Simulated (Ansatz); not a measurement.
Mulliken charges of `N=C1CC1F` from ωB97M-V/def2-TZVPP in Ansatz (PBE0-D4/def2-TZVP geometry).

```
atom   x (Å)   y (Å)   z (Å)  charge (e)
  N1  -0.673   0.539   1.701      -0.204
  C2  -0.208   0.118   0.617      -0.003
  C3   0.997  -0.360  -0.060      -0.129
  C4  -0.304  -0.126  -0.823       0.110
  F5  -0.381   0.926  -1.682      -0.209
  H6  -1.635   0.860   1.575       0.134
  H7   1.343  -1.384   0.046       0.098
  H8   1.784   0.377  -0.196       0.113
  H9  -0.836  -0.996  -1.195       0.091
```

**Question.** By hand: the dipole of these point charges (1 e Å = 4.8032 D).

**Answer.** Σ q r = (0.094, -0.340, 0.005) e Å, of length 0.353 e Å = 1.70 D.

**Question.** How does the dipole of the full density compare? (An estimate is asked.)

**Answer.** Ansatz gave: (-0.039, -0.304, -0.197) e Å, 1.75 D; the point charges give 0.97 times that, at 40° from its direction.

Point charges leave out the atoms' own dipoles, such as those of lone pairs, and Mulliken's split depends on the basis, so the two needn't agree.
